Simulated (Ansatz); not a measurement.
A nudged elastic band was laid between two geometries of C2H3FN (7 atoms, charge 0, multiplicity 2).

Computed with UKS PBE-D4/def2-SVP (Ansatz 0.2.0).

```
movable images  : 7
climbing image  : yes
spring          : 5.0 eV/Å²
optimiser       : quadratic models (default)
start path      : through a guess of the saddle point
force threshold : 0.05 eV/Å
iteration limit : 58
end points      : relaxed
```

First end point:

```xyz
7
Properties=species:S:1:pos:R:3
N -0.445 0.870 -0.234
C 0.531 0.041 0.337
C 0.693 -1.276 0.091
F 0.073 -1.972 -0.861
H -1.103 0.372 -0.841
H -0.954 1.453 0.439
H 1.205 0.512 1.069
```

Last end point:

```xyz
7
Properties=species:S:1:pos:R:3
N -0.651 0.759 0.108
C 0.534 0.043 0.331
C 0.767 -1.236 -0.033
F -0.139 -2.089 -0.507
H -0.512 1.692 -0.295
H -1.349 0.240 -0.433
H 1.350 0.590 0.828
```

Problem. Which bonds break or form, and what moves?

Solution. No bond is made or broken. The dihedral H6–N1–C2–H7 goes from -47 to 175°. The two ends are copies of one structure, up to a mirror image or an exchange of like atoms.

Problem. What energy profile does the band end with?

Solution. The forces met the threshold. The highest image is number 4 of 0 to 8, 5.2 kcal/mol above the ends, which have the same energy within 2 meV. A vibrational analysis at the climbing image gives one clearly imaginary mode, 157i cm⁻¹: a first-order saddle point.

```csv
image,path coordinate (Å),energy (kcal/mol),dihedral H6–N1–C2–H7 (°)
0,0.00,0.0,-47
1,0.53,1.3,-21
2,1.06,3.3,7
3,1.59,4.8,32
4,2.12,5.2,59
5,2.65,4.8,88
6,3.18,3.3,120
7,3.71,1.3,148
8,4.24,0.0,175
```

Problem. What is the geometry of the highest image?

Solution. 
```xyz
7
Properties=species:S:1:pos:R:3:forces:R:3
N -0.679 0.616 -0.302 0.00 0.00 0.00
C 0.360 -0.071 0.399 0.00 0.00 0.00
C 0.846 -1.234 -0.058 0.00 0.00 0.00
F 0.526 -1.930 -1.120 0.00 0.00 0.00
H -1.496 0.746 0.309 0.00 0.00 0.00
H -0.367 1.560 -0.566 0.00 0.00 0.00
H 0.810 0.312 1.338 0.00 0.00 0.00
```

Problem. What are the harmonic wavenumbers there?

Solution. 157i, 219, 436, 646, 759, 812, 1007, 1115, 1145, 1323, 1548, 1701, 3024, 3398, 3470 cm⁻¹.

Time of the run: 4 min on 1 thread of Arm Neoverse V2, on a shared host, peak memory 0.14 GiB.
